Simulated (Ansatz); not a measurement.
# CHSi (quartet): from Hartree-Fock to the top rungs at scale of all distances = 0.898, 6-31G

Aim: climb from Hartree-Fock through coupled cluster and multireference methods for CHSi (quartet) at one geometry and basis, and see what each rung misses.

Computed with Ansatz 0.2.0, Gaussian basis. Level: 6-31G, core rule «outside noble gas», up to 6 orbitals frozen.

To be run: UHF; CCSD(T) on ROHF; CCSD(T) on UHF; BCCD(T) on ROHF; CISD; CCSDT(Q) on ROHF; CCSDT(Q) on UHF; CCSDTQ on ROHF; CASSCF and MRCISD+Q, 5 electrons in 5 orbitals; CASSCF and NEVPT2, 5 electrons in 5 orbitals; CASSCF and MRCISD+Q, 9 electrons in 9 orbitals; CASSCF and NEVPT2, 9 electrons in 9 orbitals; Full CI.

16 further runs of the same task are left out: 15 that didn't finish, 1 set aside as unsound or not needed.

## (1) The system

The geometry derives from a PBE0/def2-TZVP stationary point (not a proven minimum). All distances are scaled together.

3 atoms, charge 0, spin multiplicity 4.

Atoms are counted from 1 here; the program's logs count them from 0.

Bond lengths: Si1–C2 1.699 Å, C2–H3 0.984 Å. Angles: Si1–C2–H3 133.1°.

## (2) UHF

in.yaml

```yaml
crystal:
  periodic: [false, false, false]
  atoms:
    - {symbol: Si, position_ang: [0.000000, 0.029233, 0.554275]}
    - {symbol: C, position_ang: [0.000000, -0.114067, -1.139162]}
    - {symbol: H, position_ang: [0.000000, 0.544681, -1.870113]}
basis:
  gaussian: {orbitals: 6-31G}
magnetization: {spin_polarized: true, initial_magnetization: 3}
hamiltonian: {xc: hf}
output: {orbitals: {seedname: orbitals}}
```

Started as:

```console
$ ansatz run in.yaml --threads 1 --pin off --events-out ev --progress --plain --max-ram 2393MiB
```

The runs that follow: CCSD(T) on ROHF; CCSD(T) on UHF; BCCD(T) on ROHF; CISD; CCSDT(Q) on ROHF; CCSDT(Q) on UHF; CCSDTQ on ROHF; CASSCF and MRCISD+Q, 5 electrons in 5 orbitals; CASSCF and NEVPT2, 5 electrons in 5 orbitals; CASSCF and MRCISD+Q, 9 electrons in 9 orbitals; CASSCF and NEVPT2, 9 electrons in 9 orbitals; Full CI.

Before running them: what should the planned runs give, taken together? Wanted: FCI below the RHF energy; RMP2 from FCI; UMP2 from FCI; RCCSD from FCI; RCCSD(T) from FCI; UCCSD(T) from FCI; RCCSDT(Q) from FCI; UCCSDT(Q) from FCI; MRCISD+Q pair from FCI.

As calculated:

| quantity | value |
| --- | --- |
| FCI below the RHF energy | -2.7509 eV |
| RMP2 from FCI | +706.3 meV |
| UMP2 from FCI | +683.9 meV |
| RCCSD from FCI | +68.9 meV |
| RCCSD(T) from FCI | +20.2 meV |
| UCCSD(T) from FCI | +20.5 meV |
| RCCSDT(Q) from FCI | +0.6 meV |
| UCCSDT(Q) from FCI | -0.1 meV |
| MRCISD+Q pair from FCI | +4.5 meV |
| NEVPT2 valence from FCI | +333.7 meV |
| MRCISD+Q valence from FCI | +14.0 meV |
| levels within 1 kcal/mol (43 meV) | RCCSD(T), UCCSD(T), BCCD(T), RCCSDT, UCCSDT, RCCSDT(Q), UCCSDT(Q), RCCSDTQ, MRCISD+Q pair, MRCISD+Q valence |
| T1 diagnostic | 0.030 |
| effectively unpaired electrons | 3.04 |

In words: RCCSD(T) misses by +20.2 meV, 0.7 % of the correlation energy. One determinant dominates. Of the multireference levels listed MRCISD+Q pair comes nearest in total energy (+4.5 meV), which doesn't show that its space is the better one. These misses are within one basis, not against nature; the frozen cores of restricted and unrestricted runs differ, which can shift their rows.
